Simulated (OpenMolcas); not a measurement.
# SiH3OF (SMILES O[SiH2]F): a chain of runs

Aim: the energy (HF/ANO-RCC-MB), then a single-point energy (CASSCF(2,2)/ANO-RCC-VDZP), then an energy scan (CASPT2(2,2)/ANO-RCC-VDZP), then an energy scan (SC-NEVPT2(2,2)/ANO-RCC-VDZP), then an energy scan (MC-PDFT[tPBE](2,2)/ANO-RCC-VDZP) of SiH3OF. 

The results are computed with OpenMolcas 26.06.

### Step 1. The structure to begin with

SiH3OF has 6 atoms, charge 0, and is taken as a singlet. SMILES: `O[SiH2]F`. The shape is that of a PBE0-D4/def2-TZVP optimisation. This is one conformer, not always the lowest.

Bond lengths: O1–Si2 1.630 Å, Si2–F3 1.596 Å, O1–H4 0.958 Å, Si2–H5 1.474 Å, Si2–H6 1.482 Å. Angles: O1–Si2–F3 111.0°, O1–Si2–H5 106.4°, O1–Si2–H6 111.7°, F3–Si2–H5 108.2°, F3–Si2–H6 106.0°, Si2–O1–H4 119.1°, H5–Si2–H6 113.7°.

### Step 2. The energy at HF/ANO-RCC-MB (DKH2) (run 1)

coord.xyz reads:

```xyz
6

O     -0.853500    -0.209200    -0.924100
Si     0.378300    -0.009300     0.123900
F      0.180800    -0.922800     1.417800
H     -1.714200     0.150200    -0.705600
H      1.595600    -0.458500    -0.575800
H      0.455100     1.385600     0.617600
```

step1.input reads:

```
* FH3OSi Hartree-Fock
&GATEWAY
COORD=coord.xyz
BASIS=ANO-RCC-MB
GROUP=NoSym
&SEWARD
&SCF
PRORBITALS=0
&LOCALISATION
OCCUPIED
FREEZE
PIPEK-MEZEY
&LOCALISATION
FILEORB=$Project.LocOrb
VIRTUAL
PIPEK-MEZEY
```

Command:

```sh
$ export MOLCAS_MEM=1860
$ pymolcas step1.input > step1.log
```

The program printed:

```text
--- Start Module: gateway ---
[...]
--- Stop Module: gateway /rc=_RC_ALL_IS_WELL_ ---
[...]
      Basis functions           22
[...]
       Convergence after   9 Iterations
[...]
::    Total SCF energy                               -465.5950897548
[...]
      Total spin, S                                     0.0000000000
[...]
      Total electronic charge=   34.000000
      Total            charge=   -0.000000
[...]
      Dipole Moment (debye):
      Origin of the operator (angstrom)=    0.0107   -0.3039    0.2266
                   X= -3.6060E-01               Y=  1.8961E+00               Z= -2.4122E-01           Total=  1.9451E+00
      Quadrupole Moment (debye*angstrom):
[...]
--- Start Module: localisation ---
[...]
--- Stop Module: localisation /rc=_RC_ALL_IS_WELL_ ---
--- Start Module: localisation ---
[...]
--- Stop Module: localisation /rc=_RC_ALL_IS_WELL_ ---
[...]
```

Run time: 2.5 s. Hardware: 1 thread of Arm Neoverse V1, shared host; peak memory 0.38 GiB.

### Step 3. A single-point energy at CASSCF(2,2)/ANO-RCC-VDZP (DKH2) (run 2)

coord.xyz is that of step 2.

step2.input reads:

```
* FH3OSi CASSCF

&GATEWAY
 Coord = coord.xyz
 Basis = ANO-RCC-MB
 Group = NoSym

&SEWARD

&RASSCF
 FileOrb = $CurrDir/step1.LocOrb
 Alter = 2
 1 10 17
 1 18 20
 Spin = 1
 Nactel = 2 0 0
 Inactive = 16
 Ras2 = 2
 OrbListing = Nothing
>>> COPY $Project.RunFile RUNFIL1
>>> COPY $Project.RasOrb INPORB

&GATEWAY
 Coord = coord.xyz
 Basis = ANO-RCC-VDZP
 Group = NoSym

&SEWARD
>>> COPY $Project.RunFile RUNFIL2

&EXPBAS

&RASSCF
 FileOrb = $Project.ExpOrb
 Spin = 1
 Nactel = 2 0 0
 Inactive = 16
 Ras2 = 2
 OrbListing = Nothing
```

Command:

```sh
$ export MOLCAS_MEM=1860
$ pymolcas step2.input > step2.log
```

The program printed:

```text
--- Start Module: gateway ---
[...]
--- Stop Module: gateway /rc=_RC_ALL_IS_WELL_ ---
[...]
      Basis functions           22
[...]
      Number of active orbitals                  2
[...]
      Spin quantum number                      0.0
[...]
      Active orbitals                            2
[...]
      Number of CSFs                             3
[...]
      Number of root(s) required                 1
[...]
      Convergence after  9 iterations
[...]
      printout of CI-coefficients larger than  0.05 for root  1
      energy=    -465.608266
      conf/sym  11     Coeff  Weight
             1  20   0.99443 0.98890
             3  02  -0.10537 0.01110
      Natural orbitals and occupation numbers for root  1
      sym 1:   1.977794   0.022206
      ************************************************************************************************************************
      *                                                    Final results                                                     *
[...]
::    RASSCF root number  1 Total energy:   -465.60826636
[...]
      Basis functions           61
[...]
--- Start Module: expbas ---
[...]
--- Stop Module: expbas /rc=_RC_ALL_IS_WELL_ ---
--- Start Module: rasscf ---
[...]
      Convergence after 13 iterations
[...]
      Natural orbitals and occupation numbers for root  1
      sym 1:   1.982360   0.017640
      ************************************************************************************************************************
      *                                                    Final results                                                     *
[...]
::    RASSCF root number  1 Total energy:   -465.92047258
[...]
      Total electronic charge=   34.000000
      Total            charge=   -0.000000
[...]
      Dipole Moment (debye):
      Origin of the operator (angstrom)=    0.0107   -0.3039    0.2266
                   X= -5.5204E-01               Y=  1.6908E+00               Z= -4.2745E-01           Total=  1.8293E+00
      Quadrupole Moment (debye*angstrom):
[...]
--- Stop Module: rasscf /rc=_RC_ALL_IS_WELL_ ---
[...]
```

Wall time 9 s (1 thread of Arm Neoverse V1, shared host); peak memory 0.41 GiB.

### Step 4. The energy along one coordinate at CASPT2(2,2)/ANO-RCC-VDZP (DKH2, ipea shift 0.25 Eh, pt2 variant SS) (run 3)

step3.input reads:

```
>>> COPY $CurrDir/step2.RasOrb $Project.RasOrb
>>> ForEach K in (1, 2, 3, 4, 5, 6, 7, 8, 9)
&GATEWAY
Coord=$CurrDir/point$K.xyz
Basis=ANO-RCC-VDZP
Group=NoSym
&SEWARD
&RASSCF
FileOrb=$Project.RasOrb
Spin=1
Nactel=2 0 0
Inactive=16
Ras2=2
OrbListing=Nothing
&CASPT2
Imaginary=0.2
Frozen=7
>>> EndDo
```

Command:

```sh
$ export MOLCAS_MEM=1860
$ pymolcas step3.input > step3.log
```

The program printed:

```text
[...]
      Basis functions           61
[...]
      Number of active orbitals                  2
[...]
      Spin quantum number                      0.0
[...]
      Active orbitals                            2
[...]
      Number of CSFs                             3
[...]
      Number of root(s) required                 1
[...]
      Convergence after 10 iterations
[...]
      Natural orbitals and occupation numbers for root  1
      sym 1:   1.988184   0.011816
      ************************************************************************************************************************
      *                                                    Final results                                                     *
[...]
::    RASSCF root number  1 Total energy:   -465.90909859
[...]
::    CASPT2 Root  1     Total energy:   -466.38791497
[...]
      Convergence after 10 iterations
[...]
      Natural orbitals and occupation numbers for root  1
      sym 1:   1.982368   0.017632
      ************************************************************************************************************************
      *                                                    Final results                                                     *
[...]
      Convergence after  9 iterations
[...]
      Natural orbitals and occupation numbers for root  1
      sym 1:   1.802582   0.197418
      ************************************************************************************************************************
      *                                                    Final results                                                     *
[...]
      Convergence after 10 iterations
[...]
      Natural orbitals and occupation numbers for root  1
      sym 1:   1.603087   0.396913
      ************************************************************************************************************************
      *                                                    Final results                                                     *
[...]
      Convergence after  9 iterations
[...]
      Natural orbitals and occupation numbers for root  1
      sym 1:   1.324844   0.675156
      ************************************************************************************************************************
      *                                                    Final results                                                     *
[...]
::    RASSCF root number  1 Total energy:   -465.77901840
[...]
::    CASPT2 Root  1     Total energy:   -466.24842772
[...]
      Convergence after  8 iterations
[...]
::    RASSCF root number  1 Total energy:   -465.77490575
[...]
::    CASPT2 Root  1     Total energy:   -466.24355507
[...]
```

Run time: 58 s. Hardware: 1 thread of Arm Neoverse V1, shared host; peak memory 0.41 GiB.

The scan, from its lowest point:

```tsv
H5–Si2 (Å)	energy (kJ/mol)
1.327	27.1
1.474	0.0
1.622	15.2
1.843	74.3
2.138	170.1
2.506	272.7
2.948	350.6
3.538	393.3
4.423	406.1
```

### Step 5. The energy along one coordinate at SC-NEVPT2(2,2)/ANO-RCC-VDZP (DKH2, pt2 variant SC-NEVPT2) (run 4)

step4.inp reads:

```
* FH3OSi NEVPT2
>>> COPY $CurrDir/step2.RasOrb $Project.RasOrb
>>> ForEach K in (1, 2, 3, 4, 5, 6, 7, 8, 9)

&GATEWAY
 Coord = $CurrDir/point$K.xyz
 Basis = ANO-RCC-VDZP
 Group = NoSym

&SEWARD

&RASSCF
 FileOrb = $Project.RasOrb
 Spin = 1
 Nactel = 2 0 0
 Inactive = 16
 Ras2 = 2
 OrbListing = Nothing

&CASPT2
 SC-NEVPT2
 Frozen = 7
>>> EndDo
```

Command:

```sh
$ export MOLCAS_MEM=1860
$ pymolcas step4.inp > step4.log
```

The program printed:

```text
[...]
      Basis functions           61
[...]
      Number of active orbitals                  2
[...]
      Spin quantum number                      0.0
[...]
      Active orbitals                            2
[...]
      Number of CSFs                             3
[...]
      Number of root(s) required                 1
[...]
      Convergence after 10 iterations
[...]
      printout of CI-coefficients larger than  0.05 for root  1
      energy=    -465.909099
      conf/sym  11     Coeff  Weight
             1  20   0.99704 0.99409
             3  02  -0.07686 0.00591
      Natural orbitals and occupation numbers for root  1
      sym 1:   1.988184   0.011816
      ************************************************************************************************************************
      *                                                    Final results                                                     *
[...]
::    RASSCF root number  1 Total energy:   -465.90909859
[...]
      E2 (Variational):          -0.4730270980
[...]
::    SC-NEVPT2 Root  1     Total energy:   -466.38211564
[...]
      Convergence after 10 iterations
[...]
      Natural orbitals and occupation numbers for root  1
      sym 1:   1.982368   0.017632
      ************************************************************************************************************************
      *                                                    Final results                                                     *
[...]
      Convergence after  9 iterations
[...]
      Natural orbitals and occupation numbers for root  1
      sym 1:   1.802582   0.197418
      ************************************************************************************************************************
      *                                                    Final results                                                     *
[...]
      Convergence after 10 iterations
[...]
      Natural orbitals and occupation numbers for root  1
      sym 1:   1.603087   0.396913
      ************************************************************************************************************************
      *                                                    Final results                                                     *
[...]
      Convergence after  9 iterations
[...]
::    RASSCF root number  1 Total energy:   -465.77901840
[...]
::    SC-NEVPT2 Root  1     Total energy:   -466.24674980
[...]
      Convergence after  8 iterations
[...]
::    RASSCF root number  1 Total energy:   -465.77490575
[...]
      E2 (Variational):          -0.4672407718
[...]
      Reference weight:           0.88281
[...]
::    SC-NEVPT2 Root  1     Total energy:   -466.24214652
[...]
```

It took 56 s on 1 thread of Arm Neoverse V1, shared host; peak memory 0.41 GiB.

The scan, from its lowest point:

```tsv
H5–Si2 (Å)	energy (kJ/mol)
1.327	28.9
1.474	0.0
1.622	13.8
1.843	71.2
2.138	165.4
2.506	266.6
2.948	343.2
3.538	384.3
4.423	396.4
```

### Step 6. The energy along one coordinate at MC-PDFT[tPBE](2,2)/ANO-RCC-VDZP (DKH2) (run 5)

step5.inp reads:

```
>>> EXPORT MOLCAS_PRINT=2
>>> COPY $CurrDir/step2.RasOrb $Project.RasOrb
>>> ForEach K in (1, 2, 3, 4, 5, 6, 7, 8, 9)
&GATEWAY
Coord=$CurrDir/point$K.xyz
Basis=ANO-RCC-VDZP
Group=NoSym
&SEWARD
&RASSCF
FileOrb=$Project.RasOrb
Spin=1
Nactel=2 0 0
Inactive=16
Ras2=2
OrbListing=Nothing
&MCPDFT
KSDFT=T:PBE
>>> EndDo
```

Command:

```sh
$ export MOLCAS_MEM=1860
$ pymolcas step5.inp > step5.log
```

The program printed:

```text
--- Start Module: gateway ---
[...]
      Basis functions           61
[...]
      Number of active orbitals                  2
[...]
      Spin quantum number                      0.0
[...]
      Active orbitals                            2
[...]
      Number of CSFs                             3
[...]
      Number of root(s) required                 1
[...]
      Convergence after 10 iterations
[...]
      printout of CI-coefficients larger than  0.05 for root  1
      energy=    -465.909099
      conf/sym  11     Coeff  Weight
             1  20   0.99704 0.99409
             3  02  -0.07686 0.00591
      Natural orbitals and occupation numbers for root  1
      sym 1:   1.988184   0.011816
      ************************************************************************************************************************
      *                                                    Final results                                                     *
[...]
::    RASSCF root number  1 Total energy:   -465.90909859
[...]
::    MCPDFT root number  1 Total energy:   -466.93245242
[...]
      Convergence after 10 iterations
[...]
      Natural orbitals and occupation numbers for root  1
      sym 1:   1.982368   0.017632
      ************************************************************************************************************************
      *                                                    Final results                                                     *
[...]
      Convergence after  9 iterations
[...]
      Natural orbitals and occupation numbers for root  1
      sym 1:   1.802582   0.197418
      ************************************************************************************************************************
      *                                                    Final results                                                     *
[...]
      Convergence after 10 iterations
[...]
      Natural orbitals and occupation numbers for root  1
      sym 1:   1.603087   0.396913
      ************************************************************************************************************************
      *                                                    Final results                                                     *
[...]
      Convergence after  9 iterations
[...]
::    RASSCF root number  1 Total energy:   -465.77901840
[...]
::    MCPDFT root number  1 Total energy:   -466.78964800
[...]
      Convergence after  8 iterations
[...]
::    RASSCF root number  1 Total energy:   -465.77490575
[...]
      Total electronic charge=   34.000000
      Total            charge=   -0.000000
[...]
::    MCPDFT root number  1 Total energy:   -466.78525062
[...]
```

Wall time 62 s (1 thread of Arm Neoverse V1, shared host); peak memory 0.41 GiB.

The scan, from its lowest point:

```tsv
H5–Si2 (Å)	energy (kJ/mol)
1.327	29.3
1.474	0.0
1.622	12.8
1.843	68.9
2.138	163.4
2.506	269.7
2.948	356.0
3.538	404.2
4.423	415.7
```

### Step 7. What came out

| quantity | value |
| --- | --- |
| run 1, HF/ANO-RCC-MB: total energy | -465.59509 Eh |
| run 1, HF/ANO-RCC-MB: dipole moment | 1.95 D |
| run 1, HF/ANO-RCC-MB: HOMO energy | -13.52 eV |
| run 1, HF/ANO-RCC-MB: LUMO energy | 6.94 eV |
| run 1, HF/ANO-RCC-MB: HOMO–LUMO gap | 20.47 eV |
| run 2, CASSCF(2,2)/ANO-RCC-VDZP: total energy | -465.92047 Eh |
| run 2, CASSCF(2,2)/ANO-RCC-VDZP: dipole moment (CASSCF density) | 1.83 D |
| run 3, CASPT2(2,2)/ANO-RCC-VDZP: lowest energy of the scan | -466.39822 Eh |
| run 4, SC-NEVPT2(2,2)/ANO-RCC-VDZP: lowest energy of the scan | -466.39313 Eh |
| run 5, MC-PDFT[tPBE](2,2)/ANO-RCC-VDZP: lowest energy of the scan | -466.94360 Eh |

**Reading.** Mulliken charges (run 1, HF/ANO-RCC-MB) run from -0.85 on O1 to +1.28 on Si2; they depend strongly on the basis.
